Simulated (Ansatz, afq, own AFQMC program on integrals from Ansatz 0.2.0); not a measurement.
Two steps: Ansatz 0.2.0 writes the Fock matrix and Cholesky factors of the valence space, and afq projects on them the lowest state that overlaps trial and start.

```yaml
crystal:
  periodic: [false, false, false]
  atoms:
    - {symbol: As, position_ang: [0.000000, 0.000000, 0.000000]}
basis:
  gaussian: {orbitals: aug-cc-pVDZ}
total_charge: -1
magnetization: {spin_polarized: true, initial_magnetization: 4}
correlation: {method: ccsd_t, electrons: outside_noble_gas, hamiltonian_folder: ham}
```

```sh
$ ansatz run in.yaml --threads 1 --pin off --events-out ev --progress --plain --max-ram 1382MiB
```

Options of the walk:

```
--method phaseless --trial cisd --walkers 10 --populations 1 --least-time 40 --time-step 0.01 --steps-per-block 50 --equilibration-blocks 12 --max-blocks 120 --target-error 0.00058 --factor-cut 0.001 --start spin_pure --seed 7158 --taylor-order 8
```

Times are imaginary, in 1/Eh. The walk had a cap of 214 s. Filled inner d shells are frozen with the cores.

Output of the walk:

```
orbitals 22  electrons 5 1  factors 101 of 239
reference energy -2234.08784530 Eh
CCSD correlation -0.08462010 Eh in 8 cycles, weight of the determinant in the CISD state 0.9340
energy of the start -2234.172465 Eh
 block  time / (1/Eh)  mean weight  energy / Eh
     1     0.500  1.0045  -2234.172452
     2     1.000  1.0035  -2234.173302
     3     1.500  1.0022  -2234.172629
     4     2.000  0.9987  -2234.174840
     5     2.500  1.0050  -2234.173538
     8     4.000  1.0014  -2234.177165
    11     5.500  1.0047  -2234.173885
    17     8.500  0.9994  -2234.174063
    23    11.500  1.0057  -2234.179912
    29    14.500  0.9979  -2234.180309
    35    17.500  0.9971  -2234.174625
    41    20.500  0.9988  -2234.173167
    47    23.500  0.9983  -2234.175342
    53    26.500  1.0013  -2234.174330
    59    29.500  0.9991  -2234.172456
    65    32.500  0.9983  -2234.173279
    69    34.500  1.0017  -2234.171816
    71    35.500  0.9978  -2234.173363
    77    38.500  1.0028  -2234.174191
    83    41.500  1.0008  -2234.177764
    89    44.500  1.0016  -2234.174262
    91    45.500  0.9965  -2234.172598
blocks merged  error / Eh  count
     1  0.000220  80
     2  0.000262  40
     4  0.000275  20
     8  0.000324  10
energy -2234.174721 +/- 0.000275 Eh
(rows thinned)
```

The run failed at least one of its tests; the cautions name the faults. The second half of the sampling lies above the first by 3.8 errors of their difference, so the energy may still be moving and its error bar be too small.

Against this walk (error 7.5 meV) on the same determinant: CCSD(T) 7.4 meV higher (within the noise), CCSDT(Q) 8.1 meV lower (within the noise), full CI 9.2 meV lower (within the noise), a separate phaseless walk with a CISD trial and standard settings 4.7 ± 8.0 meV lower (within the noise). The error is statistical and leaves out the bias of the constraint.

Cautions: constraint bias not in the error; halves of the run differ; no relativity below Rb; no spin-orbit coupling; inner d shell frozen; another spin lies lower (by 2.23 eV); at this level and basis the anion state lies above a neutral one; so few walkers bias the energy; the coarse factor cut changes the integrals a little; the time-step error isn't removed.

The walk took 3.4 s on 1 thread of Arm Neoverse V2 (shared host). The log's last line is the phaseless energy.

CCSDT and higher add their correlation energy to the determinant of the CCSD(T) run, since their own runs factorise the integrals more tightly (a shift of under 2 meV). A walk keeps the symmetry of its determinant, which the program's search chose and which needn't be the lowest solution, so a lower state of the same spin and another symmetry isn't excluded.
